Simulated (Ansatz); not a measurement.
**AlH6PSi+: where a starting geometry ends**

The starting geometry of this gas-phase doublet was optimised with GFN2-xTB.

```yaml
atoms:
  - { symbol: Al, position_ang: [-0.3830, 0.0357, 0.2508] }
  - { symbol: P, position_ang: [-2.8332, -0.3016, 0.3137] }
  - { symbol: Si, position_ang: [0.8724, -1.3271, 1.8949] }
  - { symbol: H, position_ang: [1.1923, -0.5554, 3.1048] }
  - { symbol: H, position_ang: [1.9851, -2.1526, 1.4119] }
  - { symbol: H, position_ang: [-0.3447, -2.1593, 2.1313] }
  - { symbol: H, position_ang: [-2.7485, -1.0678, -0.8569] }
  - { symbol: H, position_ang: [-3.1418, 0.8801, -0.3750] }
  - { symbol: H, position_ang: [-4.1611, -0.6392, 0.5967] }
```

Q: Predict what it relaxes into with PBE0-D3(BJ)/def2-SVP.

A: It keeps its bonds.

The energy falls by 0.56 eV over 26 steps:

| step | E − E(last) (eV) |
| --- | --- |
| 1 | 0.557 |
| 4 | 0.034 |
| 7 | 0.015 |
| 9 | 0.014 |
| 12 | 0.013 |
| 15 | 0.009 |
| 18 | 0.003 |
| 20 | 0.001 |
| 23 | 0.000 |
| 26 | 0.000 |

Final geometry (Å):

```yaml
atoms:
  - { symbol: Al, position_ang: [-0.1006, -0.2857, -0.1819] }
  - { symbol: P, position_ang: [-2.6624, -0.1652, 0.0276] }
  - { symbol: Si, position_ang: [0.6890, -1.4562, 1.8746] }
  - { symbol: H, position_ang: [0.2270, -0.5967, 3.0046] }
  - { symbol: H, position_ang: [2.1675, -1.5937, 1.8163] }
  - { symbol: H, position_ang: [-0.0191, -2.7708, 1.8647] }
  - { symbol: H, position_ang: [-3.3247, -1.0936, -0.8126] }
  - { symbol: H, position_ang: [-3.2357, 1.0586, -0.3940] }
  - { symbol: H, position_ang: [-3.3036, -0.3839, 1.2729] }
```

Frequencies at the end are all real (lowest 14 cm⁻¹). Open shells are spin-unrestricted. Run with Ansatz 0.2.0, 88 s on 2 threads of Intel(R) Xeon(R) Platinum 8259CL CPU @ 2.50GHz (Skylake/Cascade Lake), on a shared host.
